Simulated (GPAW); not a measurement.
# One shape, several levels: SiNH3Cl (SMILES [NH][SiH2]Cl)

We compute a comparison of 3 runs (UPBE/real-space grid, UPBEsol/real-space grid, UPBE/dzp) of SiNH3Cl. 

Program for the calculation: GPAW 26.7.0.

1 further run of the same task is left out (set aside as unsound or not needed). Runs told in other sessions of the task aren't counted.

### Step 1. The system as given

SiNH3Cl has 6 atoms, charge 0, and is taken as a doublet. SMILES: `[NH][SiH2]Cl`. The shape is that of a PBE0-D4/def2-TZVP optimisation. This is one conformer, not always the lowest.

Bond lengths: N1–Si2 1.739 Å, Si2–Cl3 2.043 Å, N1–H4 1.023 Å, Si2–H5 1.485 Å, Si2–H6 1.485 Å. Angles: N1–Si2–Cl3 109.2°, N1–Si2–H5 110.2°, N1–Si2–H6 110.2°, Cl3–Si2–H5 108.0°, Cl3–Si2–H6 108.0°, Si2–N1–H4 112.4°, H5–Si2–H6 111.2°.

### Step 2. The charge distribution at UPBE/real-space grid (scalar-relativistic datasets) (run 1)

Input file run.xyz:

```xyz
6

N     -1.120700    -0.619300    -0.515800
Si     0.327700     0.083100     0.143100
Cl     1.532200    -1.405400     0.854900
H     -1.761400     0.086800    -0.887700
H      1.072900     0.808700    -0.916500
H     -0.008600     0.982100     1.275900
```

Input file run.py:

```python
import numpy as np
from ase.io import read
from ase.units import Debye
from gpaw import GPAW

molecule = read('run.xyz')
molecule.center(vacuum=4.5)
molecule.set_initial_magnetic_moments([0.333333, 0.333333, 0.333333, 0.0, 0.0, 0.0])

calc = GPAW(mode='fd',
            h=0.18,
            xc='PBE',
            occupations={'name': 'fermi-dirac', 'width': 0.0, 'fixmagmom': True},
            maxiter=150,
            symmetry='off',
            txt='-')
molecule.calc = calc

energy = molecule.get_potential_energy()
print(f'Energy: {energy:.5f} eV')
forces = molecule.get_forces()
print('Forces (eV/Ang)')
for symbol, f in zip(molecule.symbols, forces):
    print(f'{symbol:2} {f[0]:9.4f} {f[1]:9.4f} {f[2]:9.4f}')
dipole = molecule.get_dipole_moment() / Debye
print(f'Dipole: {np.linalg.norm(dipole):.3f} D')
print('Moments:', molecule.get_magnetic_moments().round(3))
```

Started as:

```console
$ python3 run.py
```

Log:

```text
[...]
Number of symmetries: 1
[...]
  Number of IBZ points: 1
[...]
Spin-components: 2 (collinear spins)
Bands:           15
[...]
  Valence electrons: 19.0
[...]
  Grid points: [68 64 64]
  Charge: 0.0  # |e|
[...]
    cutoffs:
[...]
occupation numbers:
  Fixed magnetic moment: 1.000
[...]
xc functional:
  name: PBE with 2 nearest neighbor stencil
[...]
|iter     |     time |      energy | eigst |  dens |  magmom |
[...]
|iter:   1| 00:00:05 |  -27.556461 | +1.07 |       |  +0.9965|
[...]
|iter:  18| 00:00:53 |  -25.813182c| -7.93c| -5.32c|  +1.0000|
Converged in 18 steps
[...]
Energy contributions relative to reference atoms: (reference = -21960.485637)
Energy contributions:
  Kinetic:          29.735688
  Coulomb:         -31.357772
  Zero:              0.502454
  External:          0.000000
  Xc:              -24.693551
  Entropy:           0.000000
  Spinorbit:         0.000000
  ----------------------------
  Free energy:     -25.813182
  Extrapolated:    -25.813182
dipole moment: (-0.136101, 0.455761, -0.103447)  # |e|*Ang
Total magnetic moment: (0.000000, 0.000000, 0.999999)
Local magnetic moments
|        x |        y |         z |
|----------|----------|-----------|
| 0.000000 | 0.000000 |  0.307426 |  # N    0
| 0.000000 | 0.000000 | -0.001061 |  # Si   1
| 0.000000 | 0.000000 | -0.002693 |  # Cl   2
| 0.000000 | 0.000000 | -0.004944 |  # H    3
| 0.000000 | 0.000000 |  0.019042 |  # H    4
| 0.000000 | 0.000000 |  0.019019 |  # H    5
Fermi levels: -7.447, -5.342
[...]
Gap: 0.002 eV
Transition (v -> c):
[...]
Forces (eV/Ang)
N    -0.0047   -0.2905    0.0308
Si   -0.1080    0.0577   -0.0541
Cl    0.2328   -0.2585    0.1452
H    -0.2302    0.2384   -0.1328
H     0.1158    0.1229   -0.1496
H    -0.0417    0.1512    0.1676
Dipole: 2.338 D
Moments: [ 0.307 -0.001 -0.003 -0.005  0.019  0.019]
```

Wall time 54 s (1 thread of Arm Neoverse V1, shared host); peak memory 0.95 GiB.

### Step 3. The solvation energy at UPBEsol/real-space grid (scalar-relativistic datasets, Held-Walter continuum water) (run 2)

Input file ClH3NSi.xyz:

```xyz
6

N     -1.120700    -0.619300    -0.515800
Si     0.327700     0.083100     0.143100
Cl     1.532200    -1.405400     0.854900
H     -1.761400     0.086800    -0.887700
H      1.072900     0.808700    -0.916500
H     -0.008600     0.982100     1.275900
```

Input file run.py:

```python
import numpy as np
from ase.io import read
from ase.units import Debye, Pascal, kcal, m, mol
from gpaw import GPAW, setup_paths
from gpaw.atom.configurations import parameters
from gpaw.atom.generator import Generator
from gpaw.solvation import EffectivePotentialCavity, GradientSurface, LinearDielectric, Power12Potential, SolvationGPAW, SurfaceInteraction

system = read('ClH3NSi.xyz')
system.center(vacuum=4.5)
system.set_initial_magnetic_moments([1.0, 0.0, 0.0, 0.0, 0.0, 0.0])

for symbol in ['Cl', 'H', 'N', 'Si']:
    Generator(symbol, xcname='PBEsol', scalarrel=True, nofiles=True, txt=None).run(**parameters[symbol])
setup_paths.insert(0, '.')

calc = GPAW(mode='fd',
            maxiter=100,
            symmetry='off',
            h=0.16,
            occupations={'name': 'fermi-dirac', 'width': 0.01, 'fixmagmom': True},
            legacy_gpaw=True,
            xc='PBEsol',
            txt='-')
system.calc = calc
e_gas = system.get_potential_energy()
mu_gas = np.linalg.norm(system.get_dipole_moment()) / Debye

solvent = dict(cavity=EffectivePotentialCavity(effective_potential=Power12Potential(atomic_radii={'H': 1.09}, u0=0.18),
                                               temperature=298.15, surface_calculator=GradientSurface()),
               dielectric=LinearDielectric(epsinf=78.36),
               interactions=[SurfaceInteraction(surface_tension=18.4e-3 * Pascal * m)])
calc = SolvationGPAW(mode='fd',
                     occupations={'name': 'fermi-dirac', 'width': 0.01, 'fixmagmom': True},
                     maxiter=100,
                     symmetry='off',
                     xc='PBEsol',
                     h=0.16,
                     txt='-',
                     **solvent)
system.calc = calc
e_sol = system.get_potential_energy()
mu_sol = np.linalg.norm(system.get_dipole_moment()) / Debye
dg = (e_sol - e_gas) / (kcal / mol)
print(f'Solvation free energy: {dg:.2f} kcal/mol')
print(f'Dipole {mu_gas:.3f} D in gas, {mu_sol:.3f} D in solution')
```

Started as:

```console
$ OMP_NUM_THREADS=1 python run.py
```

Log:

```text
[...]
    cutoffs:
[...]
  Total Charge: 0.000000
[...]
Number of atoms: 6
[...]
Number of bands in calculation: 15
Number of valence electrons: 19
[...]
iter:   1 hh:mm:ss   -27.958578                   +1.0014
[...]
Converged after 20 iterations.
Dipole moment: (-0.131856, 0.464711, -0.102073) |e|*Ang
Total magnetic moment: (0.000000, 0.000000, 1.000000)
[...]
Fermi levels: -5.32927, -6.46824
[...]
      Finite-difference x-derivative with O(h^6) error (6 points)
      Finite-difference y-derivative with O(h^6) error (6 points)
      Finite-difference z-derivative with O(h^6) error (6 points)
    Max iterations: 1000
[...]
iter:  21 hh:mm:ss   -26.552219c  -7.58c -5.60c   +1.0000
Converged after 21 iterations.
Dipole moment: (-0.156511, 0.691099, -0.132048) |e|*Ang
Total magnetic moment: (0.000000, 0.000000, 1.000000)
Local magnetic moments:
   0 N  ( 0.000000,  0.000000,  0.304089)
   1 Si ( 0.000000,  0.000000,  0.000242)
   2 Cl ( 0.000000,  0.000000, -0.002922)
   3 H  ( 0.000000,  0.000000, -0.004951)
   4 H  ( 0.000000,  0.000000,  0.021553)
   5 H  ( 0.000000,  0.000000,  0.021523)
Energy contributions relative to reference atoms: (reference = -21920.504228)
Kinetic:        +30.039427
Potential:      -31.899415
External:        +0.000000
XC:             -25.211663
Entropy (-ST):   -0.000000
Local:           +0.383852
Interactions
 surf:           +0.135579
--------------------------
Free energy:    -26.552219
Extrapolated:   -26.552219
Solvation cavity surface area: 118.05523
[...]
 Band  Eigenvalues  Occupancy  Eigenvalues  Occupancy
    0    -21.07176    1.00000    -20.86780    1.00000
    1    -20.45343    1.00000    -19.61731    1.00000
    2    -13.22997    1.00000    -13.06986    1.00000
    3    -10.72891    1.00000    -10.38387    1.00000
    4     -9.66415    1.00000     -9.59808    1.00000
    5     -9.62156    1.00000     -9.33204    1.00000
    6     -8.06818    1.00000     -8.01169    1.00000
    7     -7.89639    1.00000     -7.62504    1.00000
    8     -7.30369    1.00000     -6.81395    1.00000
    9     -7.08419    1.00000     -5.16995    0.00000
   10     -0.52656    0.00000     -0.48380    0.00000
   11     -0.42738    0.00000     -0.33093    0.00000
   12      0.12842    0.00000      0.19927    0.00000
   13      0.64267    0.00000      0.69426    0.00000
   14      0.92687    0.00000      1.01161    0.00000
Fermi levels: -4.89103, -6.20642
Solvation free energy: -3.16 kcal/mol
Dipole 2.371 D in gas, 3.462 D in solution
```

It took 4.2 min on 1 thread of Arm Neoverse V1, shared host; peak memory 1.6 GiB.

### Step 4. Energy and one-electron properties at UPBE/dzp (scalar-relativistic datasets) (run 3)

Input file gs.xyz:

```xyz
6

N     -1.120700    -0.619300    -0.515800
Si     0.327700     0.083100     0.143100
Cl     1.532200    -1.405400     0.854900
H     -1.761400     0.086800    -0.887700
H      1.072900     0.808700    -0.916500
H     -0.008600     0.982100     1.275900
```

Input file calc.py:

```python
import numpy as np
from ase.io import read
from ase.units import Debye
from gpaw import GPAW

# Set up the molecule
atoms = read('gs.xyz')
atoms.center(vacuum=4.5)
atoms.set_initial_magnetic_moments([0.333333, 0.333333, 0.333333, 0.0, 0.0, 0.0])

# GPAW settings
dft = GPAW(mode='lcao',
           basis='dzp',
           h=0.18,
           xc='PBE',
           occupations={'name': 'fermi-dirac', 'width': 0.0, 'fixmagmom': True},
           maxiter=150,
           symmetry='off',
           txt='-')
atoms.calc = dft

energy = atoms.get_potential_energy()
print(f'Energy: {energy:.5f} eV')
forces = atoms.get_forces()
print('Forces (eV/Ang)')
for symbol, f in zip(atoms.symbols, forces):
    print(f'{symbol:2} {f[0]:9.4f} {f[1]:9.4f} {f[2]:9.4f}')
dipole = atoms.get_dipole_moment() / Debye
print(f'Dipole: {np.linalg.norm(dipole):.3f} D')
print('Moments:', atoms.get_magnetic_moments().round(3))
```

Started as:

```console
$ OMP_NUM_THREADS=1 python calc.py
```

Log:

```text
[...]
Number of symmetries: 1
[...]
  Number of IBZ points: 1
[...]
basis functions: 54
Spin-components: 2 (collinear spins)
Bands:           15
[...]
  Valence electrons: 19.0
[...]
  Grid points: [68 64 64]
  Charge: 0.0  # |e|
[...]
    cutoffs:
[...]
occupation numbers:
  Fixed magnetic moment: 1.000
[...]
xc functional:
  name: PBE with 2 nearest neighbor stencil
[...]
|iter     |     time |      energy | eigst |  dens |  magmom |
[...]
|iter:   1| 00:00:07 |  -25.177395 |      c|       |  +0.9994|
[...]
|iter:  16| 00:00:27 |  -24.244150c|      c| -4.43c|  +1.0000|
Converged in 16 steps
[...]
Energy contributions relative to reference atoms: (reference = -21960.485637)
Energy contributions:
  Kinetic:          28.719806
  Coulomb:         -28.099853
  Zero:              0.211885
  External:          0.000000
  Xc:              -25.075988
  Entropy:           0.000000
  Spinorbit:         0.000000
  ----------------------------
  Free energy:     -24.244150
  Extrapolated:    -24.244150
dipole moment: (-0.122313, 0.410790, -0.092959)  # |e|*Ang
Total magnetic moment: (0.000000, 0.000000, 1.000015)
Local magnetic moments
|        x |        y |         z |
|----------|----------|-----------|
| 0.000000 | 0.000000 |  0.317341 |  # N    0
| 0.000000 | 0.000000 | -0.005261 |  # Si   1
| 0.000000 | 0.000000 | -0.003163 |  # Cl   2
| 0.000000 | 0.000000 | -0.004833 |  # H    3
| 0.000000 | 0.000000 |  0.018666 |  # H    4
| 0.000000 | 0.000000 |  0.018617 |  # H    5
Fermi levels: -7.073, -4.968
[...]
Gap: 0.032 eV
Transition (v -> c):
[...]
Forces (eV/Ang)
N     0.1925   -0.9472    0.1947
Si   -0.1330    0.0812   -0.0693
Cl    0.3702   -0.4562    0.2268
H    -0.6332    0.7505   -0.3735
H     0.2183    0.2711   -0.2941
H    -0.0837    0.3132    0.3120
Dipole: 2.107 D
Moments: [ 0.317 -0.005 -0.003 -0.005  0.019  0.019]
```

Run time: 28 s. Hardware: 1 thread of Arm Neoverse V1, shared host; peak memory 1 GiB.

### Step 5. The series

```
run                                                                                level        task  grid spacing  energy (Eh)  dipole moment (D)  HOMO energy (eV)  LUMO energy (eV)  wall time
  1                                  UPBE/real-space grid (scalar-relativistic datasets)  properties          0.18  -807.981579               2.34             -7.00             -5.34       54 s
  2  UPBEsol/real-space grid (scalar-relativistic datasets, Held-Walter continuum water)   solvation          0.16  -806.539448               3.46             -6.81             -5.17    4.2 min
  3                                              UPBE/dzp (scalar-relativistic datasets)  properties          0.18  -807.923918               2.11             -6.59             -4.97       28 s
```

### Step 6. Outcome

| quantity | value |
| --- | --- |
| run 3: energy as printed (from the program's reference atoms) | -24.2441 eV |
| run 3: dipole moment | 2.11 D |
| run 3: HOMO energy (highest over α and β) | -6.59 eV |
| run 3: LUMO energy (lowest over α and β) | -4.97 eV |
| run 3: largest force on an atom | 1.051 eV/Å |

In words: The dipole moment (its size) runs from 2.11 D (UPBE/dzp) to 3.46 D (UPBEsol/real-space grid). The two ends differ in method and basis and solvent. Totals of different functionals can't be ranked against each other. All runs together took 5.6 min, the longest 4.2 min.
